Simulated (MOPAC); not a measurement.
MOPAC input (PM7):

```
PM7 1SCF UHF MS=0.5 GEO-OK AUX(PRECISION=9) THREADS=1
C5H4N

N    -0.01032444 1   -0.06137292 1    1.37552030 1
C     0.01111261 1   -0.05076901 1   -1.42111101 1
C    -0.00948800 1    1.07811280 1    0.68708221 1
C    -0.00060027 1   -1.22012757 1    0.69870174 1
C     0.00986232 1   -1.19836935 1   -0.67466053 1
C     0.00091708 1    1.14604722 1   -0.70227612 1
H     0.01945816 1   -0.05794193 1   -2.50410661 1
H    -0.01757351 1    1.98825720 1    1.27697845 1
H    -0.00150087 1   -2.13337060 1    1.28042934 1
H     0.00106483 1    2.10330131 1   -1.20836099 1
```

Problem. What heat of formation does the run end on, and which ionisation energy by Koopmans theorem?

Solution. 86.82 kcal/mol; 10.09 eV.
